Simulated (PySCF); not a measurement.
Gas-phase reaction: 2 ethylsilane + C₄H₈ (cis-2-butene) → 2 vinylsilane + 4 CH₃

Energies from PySCF, thermal terms from the rigid-rotor harmonic-oscillator model, ideal gas at 1 bar. † marks an energy on the PBE0/def2-TZVP geometry and frequencies; other levels use their own. 6-31G* has spherical d functions here. Open shells (unrestricted): CH₃ (multiplicity 2); the rest are closed-shell singlets.

M06-2X/def2-TZVP† gives ΔH°(298 K) = 862 kJ.

Q: What do r2SCAN/def2-TZVP†, PBE0/def2-TZVP, HF/6-31G* give?

A: r2SCAN/def2-TZVP†: 789 kJ; PBE0/def2-TZVP: 848 kJ; HF/6-31G*: 582 kJ. For scale, ΔH°(298 K) is 862 kJ at this level, 863 kJ at ωB97M-V/def2-TZVP†, and runs from 549 to 1183 kJ over the 19 levels computed.
